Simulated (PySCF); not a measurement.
Molecule: SMILES CC[PH](=O)CC, C$_{4}$H$_{11}$OP.

Geometry:
```
atom   x (Å)   y (Å)   z (Å)
  C1  -2.111   0.377   0.266
  C2  -1.291  -0.862   0.593
  P3   0.453  -0.818   0.065
  O4   1.209  -2.089   0.297
  C5   1.207   0.640   0.858
  C6   2.703   0.704   0.578
  H7  -1.750   1.264   0.808
  H8  -3.166   0.232   0.541
  H9  -2.082   0.608  -0.811
 H10  -1.272  -1.072   1.676
 H11  -1.708  -1.764   0.116
 H12   0.343  -0.406  -1.304
 H13   0.683   1.552   0.525
 H14   1.018   0.530   1.940
 H15   2.905   0.867  -0.492
 H16   3.178   1.522   1.138
 H17   3.181  -0.244   0.865
```

Geometry PBE0-D3(BJ)/def2-SVP throughout; GIAO in PySCF 2.14, gas phase, one conformer, non-relativistic; equivalent atoms averaged; basis pcSseg-1.

(1) How do the absolute shieldings σ depend on the functional? (ppm; last column core-seconds on 1 thread of an Arm Neoverse V1, shared host)

(2) Which nucleus moves most, in ppm?

Answers

(1) 
| functional | kind | C2/C5 | C1/C6 | P3 | O4 | H12 | H11/H14 | H7/H8/H9/H15/H16/H17 | H10/H13 | core-s |
| --- | --- | --- | --- | --- | --- | --- | --- | --- | --- | --- |
| HF | Hartree–Fock | 170.4 | 183.6 | 343.5 | 279.1 | 25.83 | 30.37 | 30.55 | 30.64 | 16 |
| LDA | LDA | 152.7 | 175.8 | 268.5 | 215.0 | 23.45 | 29.29 | 29.81 | 29.42 | 28 |
| PBE | GGA | 152.8 | 172.6 | 289.0 | 218.7 | 24.05 | 29.70 | 30.15 | 29.83 | 33 |
| BLYP | GGA | 146.9 | 167.3 | 274.5 | 212.8 | 24.33 | 29.89 | 30.28 | 30.00 | 29 |
| BP86 | GGA | 152.6 | 172.1 | 287.1 | 220.0 | 24.12 | 29.77 | 30.21 | 29.90 | 29 |
| OPBE | GGA | 160.0 | 176.8 | 319.3 | 233.0 | 24.18 | 29.71 | 30.18 | 29.85 | 29 |

(2) P3 (phosphorus bonded to 2 C, O, H): from 268.5 ppm with LDA to 343.5 ppm with HF. The smallest spread is 0.74 ppm, at H7/H8/H9/H15/H16/H17. Proton shifts span only some 12 ppm, so a few tenths of a ppm matter as much there as several ppm in carbon.
